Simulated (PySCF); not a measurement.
**Si2NH6−: electronic excitations and core binding energies**

Wanted: the electronic excitations and core binding energies of Si2NH6− (`[SiH3][N-][SiH3]`), by calculation.

Programs: PySCF 2.14.0, with density-fitted response routines of our own. Each step states its level of theory. These are calculated values for one molecule in the gas phase, unless marked as measured. Atoms count from 0, in the outputs and in this text.

**1. The starting structure**

9 atoms, charge -1, multiplicity 1; geometry from: GFN2-xTB.

Bonds of the start (Å): Si0–N1 1.67, N1–Si2 1.67, Si0–H3 1.49, Si0–H4 1.50, Si0–H5 1.50, Si2–H6 1.50, Si2–H7 1.49, Si2–H8 1.50.

**2. TDDFT and polarisability: CAM-B3LYP/def2-SVPD**

Job settings and geometry (Å):

```
{"job": {"kind": "uv", "xc": "CAM-B3LYP", "basis": "def2-SVPD", "nstates": 8, "ntriplets": 3}, "charge": -1, "multiplicity": 1}
Si     1.524753    -0.294977     0.117742
N      0.008911    -0.229929    -0.570010
Si    -1.520767     0.259383    -0.127620
H      2.471165    -0.867816    -0.882557
H      2.170794     0.992406     0.545420
H      1.718876    -1.146625     1.340222
H     -2.185069    -0.434698     1.027900
H     -2.440743     0.024500    -1.278229
H     -1.734359     1.703749     0.229190
```

With the program's defaults for keys left out, this is: TDDFT CAM-B3LYP/def2-SVPD, vertical, gas phase, core orbitals frozen in the response.

The log of the run:

```text
coarse grid: 8032 points
cycle   1  E = -636.9512856440  dE = -1.159e-01  |g| = 7.005e-01  |ddm| = 3.153e+00
cycle   2  E = -636.7298859729  dE =  2.214e-01  |g| = 1.170e+00  |ddm| = 2.965e+00
cycle   3  E = -637.0768240659  dE = -3.469e-01  |g| = 3.699e-02  |ddm| = 2.096e+00
cycle   4  E = -637.0773045929  dE = -4.805e-04  |g| = 3.205e-03  |ddm| = 1.899e-01
cycle   5  E = -637.0773119693  dE = -7.376e-06  |g| = 7.261e-04  |ddm| = 3.284e-02
final grid: 67080 points
cycle   6  E = -637.1571949343  dE = -2.955e-06  |g| = 1.706e-03  |ddm| = 1.908e-02
cycle   7  E = -637.1571940615  dE =  8.728e-07  |g| = 2.625e-03  |ddm| = 5.642e-03
cycle   8  E = -637.1571956126  dE = -1.551e-06  |g| = 6.451e-05  |ddm| = 3.570e-03
cycle   9  E = -637.1571956149  dE = -2.380e-09  |g| = 2.106e-05  |ddm| = 3.881e-04
cycle  10  E = -637.1571956153  dE = -3.189e-10  |g| = 5.213e-06  |ddm| = 1.494e-04
converged SCF energy = -637.1571956153

Static polarisability (au): isotropic 77.411, principal 68.349 69.417 94.467

Singlet excitations
state   eV       nm        f      main configurations
  1   4.8086    257.8   0.00076   H->L 0.77, H->L+2 0.22
  2   5.0844    243.9   0.00013   H-1->L 0.78, H-1->L+2 0.21
  3   5.4811    226.2   0.03052   H->L+2 0.73, H->L 0.22
  4   5.4879    225.9   0.00002   H->L+1 0.97
  5   5.7525    215.5   0.01742   H-1->L+1 0.96
  6   5.7707    214.9   0.04475   H-1->L+2 0.74, H-1->L 0.21
  7   5.9296    209.1   0.00000   H->L+3 0.96
  8   6.3908    194.0   0.00295   H-1->L+3 0.94

Triplet excitations (Tamm-Dancoff, eV): 4.6630 4.9126 5.2516
```

Wall time 5 s (1 thread, shared host).

The orbitals next to the gap, with their largest atomic shares:

```csv
orbital,eV,atoms
HOMO−3,-5.87,"Si2 21 %, Si0 21 %, H8 13 %"
HOMO−2,-5.60,"Si0 20 %, Si2 20 %, H3 19 %"
HOMO−1,-2.85,"N1 58 %, Si0 13 %, Si2 13 %"
HOMO,-2.61,"N1 58 %, Si2 14 %, Si0 14 %"
LUMO,5.14,"Si0 37 %, Si2 37 %, H3 4 %"
LUMO+1,5.36,"Si2 32 %, Si0 32 %, H8 6 %"
LUMO+2,5.86,"Si2 21 %, Si0 21 %, N1 12 %"
```

With each of the 8 states as a Gaussian band of 0.4 eV half-width at 1/e, the curve within the window shown has maxima at 218 nm (ε 3,400) L/(mol cm). Beyond the last state computed it falls off for lack of states. The curve at chosen wavelengths:

nm, ε (L/mol/cm) and a bar:
```
      185         80 #
      189        157 #
      194        364 ###
      198        710 ######
      202       1273 ###########
      207       2186 ####################
      211       2866 ##########################
      216       3341 ##############################
      220       3320 ##############################
      224       2990 ###########################
      229       2328 #####################
      233       1754 ################
      237       1240 ###########
      242        744 #######
      246        470 ####
      250        289 ###
      255        156 #
      259         98 #
      263         63 #
      268         39 
      272         27 
      277         18 
      281         13 
      285          9 
      290          5 
      294          3
```

Further results of this job:

```csv
property,computed
polarisability (Å³),11.47
HOMO–LUMO gap (eV),7.75
−ε(HOMO) (eV),2.61
```

**3. Core holes by ΔSCF: SCAN, X2C**

Settings changed since step 2:

```diff
@@ -1,2 +1,2 @@
-{"job": {"kind": "uv", "xc": "CAM-B3LYP", "basis": "def2-SVPD", "nstates": 8, "ntriplets": 3}, "charge": -1, "multiplicity": 1}
+{"job": {"kind": "xps"}, "charge": -1, "multiplicity": 1}
 Si     1.524753    -0.294977     0.117742
```

With the program's defaults for keys left out, this is: delta-SCF UKS SCAN, pcX-2 on the ionised atom, pcseg-1 elsewhere, spin-free X2C.

The log of the run:

```text
ground state, core basis on atom 0 (Si), 122 functions
  cycle   1  E = -638.41532435  |g| = 7.79e-01
  cycle   2  E = -637.30874891  |g| = 2.01e+00
  cycle   3  E = -638.56697883  |g| = 1.28e-01
  cycle   4  E = -638.57198034  |g| = 3.04e-02
  cycle   5  E = -638.57228100  |g| = 9.71e-03
  cycle   6  E = -638.57230700  |g| = 2.69e-03
  cycle   7  E = -638.57230679  |g| = 8.39e-04
  cycle   8  E = -638.57230829  |g| = 1.99e-04
  E(ground) = -638.59681238 Eh
hole in Si 1s of atom 0
  cycle   1  E = -569.84514515  |g| = 4.35e+00
  cycle   2  E = -569.84742824  |g| = 2.19e+00
  cycle   3  E = -570.42276859  |g| = 9.12e-01
  cycle   4  E = -570.73225061  |g| = 5.74e-01
  cycle   5  E = -570.87924332  |g| = 2.09e-01
  cycle   6  E = -570.90336497  |g| = 3.36e-02
  cycle   7  E = -570.90388077  |g| = 1.00e-02
  cycle   8  E = -570.90394405  |g| = 2.67e-03
  cycle   9  E = -570.90395057  |g| = 4.67e-04
  E(ion) = -570.93651602 Eh   <S^2> = 0.7521   hole on atom = 1.000   binding energy = 1841.130 eV
hole in Si 2p of atom 0
  cycle   1  E = -634.50800864  |g| = 1.23e+00
  cycle   2  E = -634.33309844  |g| = 1.15e+00
  cycle   3  E = -634.74396270  |g| = 4.10e-01
  cycle   4  E = -634.81213893  |g| = 2.13e-01
  cycle   5  E = -634.83361737  |g| = 5.48e-02
  cycle   6  E = -634.83534098  |g| = 6.65e-03
  cycle   7  E = -634.83536079  |g| = 2.65e-03
  cycle   8  E = -634.83536456  |g| = 3.90e-04
  E(ion) = -634.87145275 Eh   <S^2> = 0.7515   hole on atom = 1.003   binding energy = 101.372 eV
  2p3/2 = 101.184 eV   2p1/2 = 101.808 eV
ground state, core basis on atom 1 (N), 111 functions
  cycle   1  E = -638.49091609  |g| = 7.61e-02
  cycle   2  E = -638.49095152  |g| = 2.32e-02
  cycle   3  E = -638.49090306  |g| = 2.91e-02
  cycle   4  E = -638.49107593  |g| = 9.80e-03
  cycle   5  E = -638.49110212  |g| = 8.21e-04
  cycle   6  E = -638.49110377  |g| = 1.31e-04
  E(ground) = -638.55447356 Eh
hole in N 1s of atom 1
  cycle   1  E = -623.17517105  |g| = 1.87e+00
  cycle   2  E = -622.38180682  |g| = 2.17e+00
  cycle   3  E = -623.86049540  |g| = 4.00e-01
  cycle   4  E = -623.91372488  |g| = 1.01e-01
  cycle   5  E = -623.91786117  |g| = 1.45e-02
  cycle   6  E = -623.91796433  |g| = 4.20e-03
  cycle   7  E = -623.91797709  |g| = 1.62e-03
  cycle   8  E = -623.91797717  |g| = 3.80e-04
  E(ion) = -623.98013139 Eh   <S^2> = 0.7696   hole on atom = 1.000   binding energy = 396.588 eV
```

Wall time 7 s (1 thread, shared host).

Binding energies by hole, beside the orbital energy of the ground state; the difference holds orbital relaxation and, for a density functional, its self-interaction error:

```csv
hole,stands for,environment,ΔSCF (eV; 2p as the shell's mean),−ε (eV),⟨S²⟩
Si1s on Si0,"Si0, Si2","silicon bonded to N, 3 H",1841.13,1788.0,0.752
Si2p on Si0,"Si0, Si2","silicon bonded to N, 3 H",101.39,90.7,0.752
N1s on N1,N1,nitrogen bonded to 2 Si,396.59,378.6,0.770
```

Each hole run stands for the others of its class of like atoms.

With the spin-orbit splitting: Si0 2p3/2 101.18, 2p1/2 101.81 eV. The table gives each 2p level as the mean over the whole 2p shell (two parts 2p3/2, one part 2p1/2), which differs a little from the single hole in the log.

**4. What came out**

```
                                quantity                        value
    lowest singlet (CAM-B3LYP/def2-SVPD)  4.81 eV (258 nm), f = 0.001
brightest single state of those computed  state 6, 5.77 eV, f = 0.045
                          lowest triplet                      4.66 eV
       Si1s binding energies, SCAN/pcX-2               Si0 1841.13 eV
       Si2p binding energies, SCAN/pcX-2                Si0 101.39 eV
        N1s binding energies, SCAN/pcX-2                 N1 396.59 eV
```

In words: The first singlet state (HOMO→LUMO 0.77, HOMO→LUMO+2 0.22) lies at 4.81 eV and is dark; of the 8 states computed, the strongest absorption comes from states 5 to 6 together at 5.77 eV. The lowest triplet lies 0.15 eV below the lowest singlet (triplets in Tamm-Dancoff, singlets in full TDDFT). The lowest singlet lies above −ε(HOMO); no detachment energy was computed, so the anion's states may not be bound.
